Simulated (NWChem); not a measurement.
All runs are NWChem calculations. System: H3Si, charge 0, spin multiplicity 2, at a geometry optimised with UPBE/def2-SVP. The structure started from a generated list of species. Its SCF solution wasn't tested for a lower state. Level: UHF/6-31G* (spherical d).

The NWChem input:

```
start mol
memory heap 200 mb stack 900 mb global 1100 mb
geometry units angstroms nocenter noautoz
  Si    -0.000655     0.080401     0.000000
  H      1.437503    -0.363560     0.000000
  H     -0.714167    -0.381025     1.242320
  H     -0.714167    -0.381025    -1.242320
  symmetry group Cs
end
basis spherical
  * library 6-31g*
end
scf
  uhf
  nopen 1
  maxiter 100
  thresh 1e-7
  semidirect memsize 60000000 filesize 0
  # guess.movecs holds the orbitals of an unrestricted PBE0 run
  vectors input guess.movecs output mol.movecs
end
task scf energy
```

Output (cleaned and shortened):

```
             Northwest Computational Chemistry Package (NWChem) 7.3.0
             --------------------------------------------------------

                                NWChem Input Module
                                -------------------

 Scaling coordinates for geometry "geometry" by  1.889725989
 (inverse scale =  0.529177249)

 Turning off AUTOSYM since
 SYMMETRY directive was detected!

                             Geometry "geometry" -> ""
                             -------------------------

 Output coordinates in angstroms (scale by  1.889725989 to convert to a.u.)

  No.       Tag          Charge          X              Y              Z
 ---- ---------------- ---------- -------------- -------------- --------------
    1 Si                  14.0000    -0.00065500     0.08040100     0.00000000
    2 H                    1.0000     1.43750300    -0.36356000     0.00000000
    3 H                    1.0000    -0.71416700    -0.38102500     1.24232000
    4 H                    1.0000    -0.71416700    -0.38102500    -1.24232000

 Effective nuclear repulsion energy (a.u.)      15.4055166071

            Nuclear Dipole moment (a.u.)
            ----------------------------
        X                 Y               Z
 ---------------- ---------------- ----------------
    -0.0000018897     0.0000075589     0.0000000000

      Symmetry information
      --------------------

 Group name             Cs
 Group number              2
 Group order               2
 No. of unique centers     3

      Symmetry unique atoms

     1    2    3


 Summary of "ao basis" -> "" (spherical)
 ------------------------------------------------------------------------------
       Tag                 Description            Shells   Functions and Types
 ---------------- ------------------------------  ------  ---------------------
 *                           6-31g*                   on all atoms

 Summary of "ao basis" -> "ao basis" (spherical)
 ------------------------------------------------------------------------------
       Tag                 Description            Shells   Functions and Types
 ---------------- ------------------------------  ------  ---------------------
 Si                          6-31g*                  8       18   4s3p1d
 H                           6-31g*                  2        2   2s

                                 NWChem SCF Module
                                 -----------------

  ao basis        = "ao basis"
  functions       =    24
  atoms           =     4
  alpha electrons =     9
  beta  electrons =     8
  charge          =   0.00
  wavefunction    = UHF
  use symmetry    = T
  symmetry adapt  = T

 Summary of "ao basis" -> "ao basis" (spherical)
 ------------------------------------------------------------------------------
       Tag                 Description            Shells   Functions and Types
 ---------------- ------------------------------  ------  ---------------------
 Si                          6-31g*                  8       18   4s3p1d
 H                           6-31g*                  2        2   2s

      Symmetry analysis of basis
      --------------------------

        a'         17
        a"          7

 Forming initial guess at       0.0s

   Symmetry analysis of molecular orbitals - initial alpha
   -------------------------------------------------------

  Numbering of irreducible representations:

     1 a'          2 a"

  Orbital symmetries:

     1 a'          2 a'          3 a'          4 a"          5 a'
     6 a'          7 a"          8 a'          9 a'         10 a'
    11 a"         12 a'         13 a'         14 a'         15 a"
    16 a'         17 a"         18 a'         19 a'

   Symmetry analysis of molecular orbitals - initial beta
   ------------------------------------------------------

  Numbering of irreducible representations:

     1 a'          2 a"

  Orbital symmetries:

     1 a'          2 a'          3 a'          4 a"          5 a'
     6 a'          7 a"          8 a'          9 a'         10 a'
    11 a"         12 a'         13 a'         14 a"         15 a'
    16 a'         17 a"         18 a'         19 a'

 Starting SCF solution at       0.0s

 ----------------------------------------------
         Quadratically convergent UHF

 Convergence threshold     :          1.000E-07
 Maximum no. of iterations :          100
 Integral*density screening:          1.000E-09
 ----------------------------------------------

              iter       energy          gnorm     gmax       time
             ----- ------------------- --------- --------- --------
                 1     -290.5982496437  2.01D-01  5.57D-02      0.1
                 2     -290.6041176355  6.66D-03  2.85D-03      0.1
                 3     -290.6041390865  4.41D-05  2.09D-05      0.1
                 4     -290.6041390879  2.93D-09  1.13D-09      0.1

       Final UHF  results
       ------------------

         Total SCF energy =   -290.604139087851
      One electron energy =   -433.114415014588
      Two electron energy =    127.104759319592
 Nuclear repulsion energy =     15.405516607145

                       Sz =      0.5000
                 Sz(Sz+1) =      0.7500
                      S^2 =      0.7539

        Time for solution =      0.1s

       Symmetry analysis of molecular orbitals - alpha
       -----------------------------------------------

  Numbering of irreducible representations:

     1 a'          2 a"

  Orbital symmetries:

     1 a'          2 a'          3 a'          4 a'          5 a"
     6 a'          7 a"          8 a'          9 a'         10 a'
    11 a"         12 a'         13 a'         14 a'         15 a'
    16 a"         17 a"         18 a'         19 a'

       Symmetry analysis of molecular orbitals - beta
       ----------------------------------------------

  Numbering of irreducible representations:

     1 a'          2 a"

  Orbital symmetries:

     1 a'          2 a'          3 a"          4 a'          5 a'
     6 a'          7 a"          8 a'          9 a'         10 a'
    11 a"         12 a'         13 a'         14 a'         15 a"
    16 a'         17 a"         18 a'         19 a'

          Final alpha eigenvalues
          -----------------------

              1
    1  -68.7726
    2   -6.1372
    3   -4.2490
    4   -4.2391
    5   -4.2391
    6   -0.7254
    7   -0.4888
    8   -0.4888
    9   -0.3346
   10    0.1590
   11    0.1590
   12    0.2185
   13    0.2857
   14    0.3776
   15    0.3846
   16    0.3846
   17    0.7808
   18    0.7808
   19    0.8598

          Final beta eigenvalues
          ----------------------

              1
    1  -68.7667
    2   -6.1283
    3   -4.2350
    4   -4.2350
    5   -4.2267
    6   -0.6775
    7   -0.4806
    8   -0.4805
    9    0.0435
   10    0.1818
   11    0.1818
   12    0.2482
   13    0.3047
   14    0.4008
   15    0.4008
   16    0.4460
   17    0.8245
   18    0.8245
   19    0.8789

                    UHF Final Alpha Molecular Orbital Analysis
                    ------------------------------------------

 Vector    7  Occ=1.000000D+00  E=-4.887916D-01  Symmetry=a"
              MO Center= -5.0D-01, -2.4D-01,  7.5D-13, r^2= 2.1D+00
   Bfn.  Coefficient  Atom+Function         Bfn.  Coefficient  Atom+Function
  ----- ------------  ---------------      ----- ------------  ---------------
     9      0.406167  1 Si pz                22      0.290364  3 H  s
    24     -0.290364  4 H  s                 21      0.230574  3 H  s
    23     -0.230574  4 H  s                  5     -0.166084  1 Si pz

 Vector    8  Occ=1.000000D+00  E=-4.887873D-01  Symmetry=a'
              MO Center=  5.0D-01, -2.3D-01, -5.3D-13, r^2= 2.1D+00
   Bfn.  Coefficient  Atom+Function         Bfn.  Coefficient  Atom+Function
  ----- ------------  ---------------      ----- ------------  ---------------
     7      0.406152  1 Si px                20      0.335286  2 H  s
    19      0.266244  2 H  s                 22     -0.167642  3 H  s
    24     -0.167642  4 H  s                  3     -0.166077  1 Si px

 Vector    9  Occ=1.000000D+00  E=-3.345708D-01  Symmetry=a'
              MO Center= -3.5D-03,  4.3D-01,  8.2D-16, r^2= 2.3D+00
   Bfn.  Coefficient  Atom+Function         Bfn.  Coefficient  Atom+Function
  ----- ------------  ---------------      ----- ------------  ---------------
     8      0.572905  1 Si py                12      0.363930  1 Si py
    10      0.319782  1 Si s                  4     -0.209320  1 Si py
     6      0.206164  1 Si s                 20     -0.161029  2 H  s
    22     -0.161032  3 H  s                 24     -0.161032  4 H  s

 Vector   10  Occ=0.000000D+00  E= 1.590235D-01  Symmetry=a'
              MO Center= -3.9D-01,  3.3D-01,  8.9D-11, r^2= 4.4D+00
   Bfn.  Coefficient  Atom+Function         Bfn.  Coefficient  Atom+Function
  ----- ------------  ---------------      ----- ------------  ---------------
    11      1.492549  1 Si px                20     -1.113342  2 H  s
    22      0.556698  3 H  s                 24      0.556698  4 H  s
     7      0.165227  1 Si px

 Vector   11  Occ=0.000000D+00  E= 1.590268D-01  Symmetry=a"
              MO Center=  3.8D-01,  3.3D-01, -8.9D-11, r^2= 4.4D+00
   Bfn.  Coefficient  Atom+Function         Bfn.  Coefficient  Atom+Function
  ----- ------------  ---------------      ----- ------------  ---------------
    13      1.492636  1 Si pz                22     -0.964217  3 H  s
    24      0.964217  4 H  s                  9      0.165223  1 Si pz

 Vector   12  Occ=0.000000D+00  E= 2.184522D-01  Symmetry=a'
              MO Center=  5.3D-03, -6.5D-01,  1.3D-14, r^2= 3.6D+00
   Bfn.  Coefficient  Atom+Function         Bfn.  Coefficient  Atom+Function
  ----- ------------  ---------------      ----- ------------  ---------------
    10      1.599012  1 Si s                 20     -1.006724  2 H  s
    22     -1.006682  3 H  s                 24     -1.006682  4 H  s
    12     -0.984467  1 Si py                 6      0.443214  1 Si s
     2     -0.160559  1 Si s

                     UHF Final Beta Molecular Orbital Analysis
                     -----------------------------------------

 Vector    6  Occ=1.000000D+00  E=-6.775000D-01  Symmetry=a'
              MO Center=  1.9D-03, -2.3D-01,  2.7D-16, r^2= 1.8D+00
   Bfn.  Coefficient  Atom+Function         Bfn.  Coefficient  Atom+Function
  ----- ------------  ---------------      ----- ------------  ---------------
     6      0.508751  1 Si s                  2     -0.251007  1 Si s
    19      0.152782  2 H  s                 21      0.152785  3 H  s
    23      0.152785  4 H  s

 Vector    7  Occ=1.000000D+00  E=-4.805510D-01  Symmetry=a"
              MO Center= -5.1D-01, -2.5D-01, -1.5D-10, r^2= 2.1D+00
   Bfn.  Coefficient  Atom+Function         Bfn.  Coefficient  Atom+Function
  ----- ------------  ---------------      ----- ------------  ---------------
     9      0.389749  1 Si pz                22      0.302808  3 H  s
    24     -0.302808  4 H  s                 21      0.235838  3 H  s
    23     -0.235838  4 H  s                  5     -0.161532  1 Si pz

 Vector    8  Occ=1.000000D+00  E=-4.805470D-01  Symmetry=a'
              MO Center=  5.2D-01, -2.4D-01,  1.5D-10, r^2= 2.1D+00
   Bfn.  Coefficient  Atom+Function         Bfn.  Coefficient  Atom+Function
  ----- ------------  ---------------      ----- ------------  ---------------
     7      0.389733  1 Si px                20      0.349657  2 H  s
    19      0.272323  2 H  s                 22     -0.174827  3 H  s
    24     -0.174827  4 H  s                  3     -0.161525  1 Si px

 Vector    9  Occ=0.000000D+00  E= 4.346113D-02  Symmetry=a'
              MO Center= -4.2D-03,  5.2D-01, -3.8D-16, r^2= 3.1D+00
   Bfn.  Coefficient  Atom+Function         Bfn.  Coefficient  Atom+Function
  ----- ------------  ---------------      ----- ------------  ---------------
    12      0.689052  1 Si py                 8      0.294076  1 Si py
    10      0.286450  1 Si s                  6      0.158948  1 Si s

 Vector   10  Occ=0.000000D+00  E= 1.818191D-01  Symmetry=a'
              MO Center= -4.3D-01,  3.4D-01,  1.2D-10, r^2= 4.6D+00
   Bfn.  Coefficient  Atom+Function         Bfn.  Coefficient  Atom+Function
  ----- ------------  ---------------      ----- ------------  ---------------
    11      1.553399  1 Si px                20     -1.100993  2 H  s
    22      0.550526  3 H  s                 24      0.550526  4 H  s

 Vector   11  Occ=0.000000D+00  E= 1.818224D-01  Symmetry=a"
              MO Center=  4.3D-01,  3.5D-01, -1.2D-10, r^2= 4.6D+00
   Bfn.  Coefficient  Atom+Function         Bfn.  Coefficient  Atom+Function
  ----- ------------  ---------------      ----- ------------  ---------------
    13      1.553488  1 Si pz                22     -0.953524  3 H  s
    24      0.953524  4 H  s

 center of mass
 --------------
 x =  -0.00055375 y =   0.06796556 z =   0.00000000

 moments of inertia (a.u.)
 ------------------
          13.132465494333          -0.073688439801           0.000000000000
          -0.073688439801          22.217435513760           0.000000000000
           0.000000000000           0.000000000000          13.131656388094

  Mulliken analysis of the total density
  --------------------------------------

    Atom       Charge   Shell Charges
 -----------   ------   -------------------------------------------------------
    1 Si  14    13.64   2.00  2.00  5.98  0.95  1.77  0.33  0.50  0.13
    2 H    1     1.12   0.49  0.63
    3 H    1     1.12   0.49  0.63
    4 H    1     1.12   0.49  0.63

  Mulliken analysis of the alpha density
  --------------------------------------

    Atom       Charge   Shell Charges
 -----------   ------   -------------------------------------------------------
    1 Si  14     7.35   1.00  1.00  2.99  0.52  1.13  0.23  0.41  0.06
    2 H    1     0.55   0.24  0.31
    3 H    1     0.55   0.24  0.31
    4 H    1     0.55   0.24  0.31

   Mulliken analysis of the beta density
   -------------------------------------

    Atom       Charge   Shell Charges
 -----------   ------   -------------------------------------------------------
    1 Si  14     6.30   1.00  1.00  2.99  0.43  0.63  0.10  0.08  0.07
    2 H    1     0.57   0.24  0.32
    3 H    1     0.57   0.24  0.32
    4 H    1     0.57   0.24  0.32

   Mulliken analysis of the spin density
   -------------------------------------

    Atom       Charge   Shell Charges
 -----------   ------   -------------------------------------------------------
    1 Si  14     1.05   0.00  0.00  0.00  0.09  0.50  0.13  0.33 -0.00
    2 H    1    -0.02  -0.00 -0.02
    3 H    1    -0.02  -0.00 -0.02
    4 H    1    -0.02  -0.00 -0.02

       Multipole analysis of the density wrt the origin
       ------------------------------------------------

     L   x y z        total         alpha         beta         nuclear
     -   - - -        -----         -----         ----         -------
     0   0 0 0     -0.000000     -9.000000     -8.000000     17.000000

     1   1 0 0     -0.000734      0.004267     -0.004999     -0.000002
     1   0 1 0      0.087888     -0.526054      0.613934      0.000008
     1   0 0 1     -0.000000     -0.000000     -0.000000      0.000000

     2   2 0 0    -12.126540    -12.422631    -10.725964     11.022054
     2   1 1 0     -0.000750     -0.024152     -0.051144      0.074546
     2   1 0 1      0.000000      0.000000      0.000000      0.000000
     2   0 2 0    -12.032498     -9.442491     -4.422093      1.832086
     2   0 1 1      0.000000      0.000000      0.000000      0.000000
     2   0 0 2    -12.126530    -12.422927    -10.726472     11.022868

 Task  times  cpu:        0.1s     wall:        0.1s

 Total times  cpu:        0.1s     wall:        0.1s
```
